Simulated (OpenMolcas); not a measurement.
# OH− (hydroxide) at 6 levels

Wanted: a comparison of 6 runs (HF/3-21G, PBE/3-21G, UPBE/3-21G, MP2/3-21G, ACPF/3-21G, CISD/3-21G) of OH− (hydroxide). 

The results are computed with OpenMolcas 26.06.

### Step 1. The system as given

OH− has 2 atoms, charge -1, and is taken as a singlet. SMILES: `[OH-]`. The O1–H2 distance was set to 1.927 Å, away from the relaxed value.

### Step 2. The energy at HF/3-21G (run 1)

File run.inp:

```
&GATEWAY
  BasLib=$CurrDir
  Coord
  2
  bohr
  O      2.33456954    -0.74719771     1.20470229
  H     -0.77818922     0.24906590    -0.40156680
  Basis=3-21G
  Group=NoSym

&SEWARD

&SCF
  Charge=-1
  Thresholds=1e-10 1e-07 1e-07 1e-05
  PrOrbitals=1 1
```

The basis set 3-21G is read from a file made from the Basis Set Exchange's data (not shown).

On the command line:

```sh
$ export MOLCAS_MEM=1860
$ pymolcas run.inp > run.log
```

What it wrote:

```text
--- Start Module: gateway ---
[...]
--- Stop Module: gateway /rc=_RC_ALL_IS_WELL_ ---
--- Start Module: seward ---
[...]
      Basis functions           11
--- Stop Module: seward /rc=_RC_ALL_IS_WELL_ ---
--- Start Module: scf ---
[...]
       Convergence after  14 Iterations
[...]
::    Total SCF energy                                -74.7670721845
[...]
      Total spin, S                                     0.0000000000
[...]
      Total electronic charge=   10.000000
      Total            charge=   -1.000000
[...]
      Dipole Moment (debye):
      Origin of the operator (angstrom)=    1.1378   -0.3642    0.5871
                   X=  3.6338E+00               Y= -1.1630E+00               Z=  1.8751E+00           Total=  4.2512E+00
      Center of Charge (angstrom)
[...]
--- Stop Module: scf /rc=_RC_ALL_IS_WELL_ ---
[...]
```

Run time: 1.6 s. Hardware: 1 thread of Arm Neoverse V1, shared host; peak memory 0.37 GiB.

### Step 3. The energy at PBE/3-21G (run 2)

File run.inp:

```
&GATEWAY
BASLIB = $CurrDir
COORD
2
bohr
O      2.33456954    -0.74719771     1.20470229
H     -0.77818922     0.24906590    -0.40156680
BASIS = 3-21G
GROUP = NoSym
&SEWARD
GRIDINPUT
Grid=UltraFine
End of Grid
&SCF
CHARGE = -1
KSDFT = PBE
THRESHOLDS = 1e-10 1e-07 1e-07 1e-05
PRORBITALS = 1 1
```

The basis set 3-21G is read from a file made from the Basis Set Exchange's data (not shown).

On the command line:

```sh
$ export MOLCAS_MEM=1860
$ pymolcas run.inp > run.log
```

What it wrote:

```text
--- Start Module: gateway ---
[...]
--- Stop Module: gateway /rc=_RC_ALL_IS_WELL_ ---
--- Start Module: seward ---
[...]
      Basis functions           11
--- Stop Module: seward /rc=_RC_ALL_IS_WELL_ ---
--- Start Module: scf ---
[...]
       Convergence after  19 Iterations
[...]
::    Total KS-DFT energy                             -75.0727289329
[...]
      Total spin, S                                     0.0000000000
[...]
      Total electronic charge=   10.000000
      Total            charge=   -1.000000
[...]
      Dipole Moment (debye):
      Origin of the operator (angstrom)=    1.1378   -0.3642    0.5871
                   X=  2.1986E+00               Y= -7.0369E-01               Z=  1.1346E+00           Total=  2.5722E+00
      Center of Charge (angstrom)
[...]
--- Stop Module: scf /rc=_RC_ALL_IS_WELL_ ---
[...]
```

Wall time 3.6 s (1 thread of Arm Neoverse V1, shared host); peak memory 0.37 GiB.

Runs 3 to 5 aren't shown in full; the table further down has their settings and results.

### Step 4. The energy at CISD/3-21G (run 6)

File run.input:

```
>>> EXPORT MOLCAS_PRINT=2

&gateway
 baslib=$CurrDir
 coord
 2
 bohr
 O      2.33456954    -0.74719771     1.20470229
 H     -0.77818922     0.24906590    -0.40156680
 basis=3-21G
 group=NoSym

&seward

&scf
 charge=-1
 thresholds=1e-10 1e-07 1e-07 1e-05
 prorbitals=1 1

&motra
 frozen=1

&guga
 electrons=8
 spin=1
 inactive=4
 active=0
 ciall=1

&cpf
 sdci
```

The basis set 3-21G is read from a file made from the Basis Set Exchange's data (not shown).

On the command line:

```sh
$ export MOLCAS_MEM=1860
$ pymolcas run.input > run.log
```

What it wrote:

```text
--- Start Module: gateway ---
[...]
--- Stop Module: gateway /rc=_RC_ALL_IS_WELL_ ---
[...]
      Basis functions           11
[...]
       Convergence after  14 Iterations
[...]
::    Total SCF energy                                -74.7670721845
[...]
      Total spin, S                                     0.0000000000
[...]
      *** WARNING: Default frozen orbitals is overwritten by user input.
      *** Default values:   1
[...]
--- Start Module: guga ---
[...]
--- Stop Module: guga /rc=_RC_ALL_IS_WELL_ ---
--- Start Module: cpf ---
[...]
      Active orbitals                            0       0
[...]
      Spin quantum number                      0.0
[...]
     FINAL CI ENERGY           -74.89587303
     FINAL CORRELATION ENERGY   -0.12880084  REFERENCE ENERGY     -74.76707218
[...]
     REL. CI ENERGY            -74.89587303
[...]
      Total electronic charge=   10.000000
      Total            charge=   -1.000000
[...]
      Dipole Moment (debye):
      Origin of the operator (angstrom)=    1.1378   -0.3642    0.5871
                   X=  1.9260E+00               Y= -6.1643E-01               Z=  9.9386E-01           Total=  2.2533E+00
      Quadrupole Moment (debye*angstrom):
[...]
--- Stop Module: cpf /rc=_RC_ALL_IS_WELL_ ---
[...]
```

Run time: 1.8 s. Hardware: 1 thread of Arm Neoverse V1, shared host; peak memory 0.37 GiB.

### Step 5. The series

```tsv
run	level	integration grid	scramble	energy (Eh)	HOMO energy (eV)	LUMO energy (eV)	HOMO–LUMO gap (eV)	wall time
1	HF/3-21G	–	–	-74.767072	-0.87	11.63	12.50	1.6 s
2	PBE/3-21G	UltraFine	–	-75.072729	5.75	5.94	0.19	3.6 s
3	UPBE/3-21G	UltraFine	0.25	-75.083239	5.39	6.24	0.86	6 s
4	MP2/3-21G	–	–	-74.876958	-0.87	11.63	12.50	1.7 s
5	ACPF/3-21G	–	–	-74.912076	-0.87	11.63	12.50	1.8 s
6	CISD/3-21G	–	–	-74.895873	-0.87	11.63	12.50	1.8 s
```

### Step 6. Summary of results

| quantity | value |
| --- | --- |
| run 6: total energy | -74.89587 Eh |
| run 6: HOMO energy (Hartree–Fock orbitals) | -0.87 eV |
| run 6: LUMO energy (Hartree–Fock orbitals) | 11.63 eV |
| run 6: HOMO–LUMO gap (to an unbound level, set by the basis) | 12.50 eV |
| run 6: correlation energy (1 core orbital frozen) | -128.8 mEh |

**Reading.** Below the HF energy at the same shape and in the same basis (3-21G): MP2 -109.9 mEh; ACPF -145.0 mEh; CISD -128.8 mEh. Over runs 1, 2, 3 the HOMO–LUMO gap runs from 0.19 eV (PBE/3-21G) to 12.50 eV (HF/3-21G). Exact exchange widens orbital gaps. The empty levels of an anion lie above zero and hang on the basis. In runs 2, 3 the HOMO lies above zero, so the outermost electron may be held by the basis alone. Spin contamination of the reference: run 3 ⟨S²⟩ = 0.60. All runs together took 16 s, the longest 6 s.
